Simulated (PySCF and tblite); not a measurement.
The numbers below are computed, except where a source is named.
## Conformers and averaged properties: C3H7Cl, numbered as in [CH3:1][CH2:2][CH2:3][Cl:4]

Geometries PBE0-D3(BJ)/def2-SVP; weights from PBE0-D3(BJ)/def2-TZVP energies and GFN2-xTB thermal corrections, with symmetry numbers and mirror pairs. Conformers within 4 kcal/mol (GFN2-xTB free energy) were kept, 5 at most. GIAO shieldings: PBE0/pcSseg-1. Shifts are against TMS (¹H), TMS (¹³C) at the same level. (PySCF 2.14, tblite 0.8.)

Torsions listed: C1–C2–C3–Cl4. Of a mirror pair one member is shown.

| conformer | shape | symmetry | E(GFN2) kcal/mol | E(DFT) kcal/mol | G(298.15 K) kcal/mol | weight % | dipole D |
| --- | --- | --- | --- | --- | --- | --- | --- |
| 1 | -63° | C1 (pair) | 0.08 | 0.00 | 0.00 | 71.0 | 2.05 |
| 2 | 180° | Cs | 0.00 | 0.18 | 0.53 | 29.0 | 2.14 |

Weights (%) against temperature:

| T (K) | 1 | 2 | S(mix) cal/mol/K |
| --- | --- | --- | --- |
| 150 | 76.7 | 23.3 | 2.13 |
| 200 | 74.0 | 26.0 | 2.16 |
| 250 | 72.2 | 27.8 | 2.17 |
| 298.15 | 71.0 | 29.0 | 2.17 |
| 400 | 69.4 | 30.6 | 2.18 |

Averaged shifts at 298.15 K. ¹H: 3.32 (H3, 2H), 1.52 (H2, 2H), 1.04 (H1, 3H) ppm. ¹³C: 52.0 (C3), 29.0 (C2), 12.9 (C1) ppm.

Coordinates of conformer 1 (Å):

```xyz
11

C     1.247    0.323    0.193
C     0.103   -0.452   -0.438
C    -1.273    0.038   -0.038
Cl   -1.575   -0.155    1.720
H     1.198    0.262    1.291
H     2.221   -0.076   -0.127
H     1.210    1.388   -0.086
H     0.183   -1.523   -0.189
H     0.160   -0.385   -1.539
H    -2.065   -0.524   -0.552
H    -1.403    1.107   -0.262
```

Coordinates of conformer 2 (Å):

```xyz
11

C    -1.269    0.356   -0.255
C    -0.064   -0.057    0.577
C     1.169   -0.265   -0.275
Cl    2.585   -0.741    0.710
H    -1.085    1.302   -0.790
H    -1.521   -0.408   -1.008
H    -2.155    0.502    0.379
H    -0.276   -0.988    1.127
H     0.158    0.708    1.339
H     1.448    0.654   -0.811
H     1.016   -1.060   -1.019
```

Shifts are unscaled: against experiment ¹³C can be off by 15 ppm or more and ¹H by 0.8 ppm.

Search and properties took 21 s on 1 thread of AMD EPYC 7R43 64-Core, on a host shared with other jobs (rough), launched as `OMP_NUM_THREADS=1 python ens_run.py task.json out`.
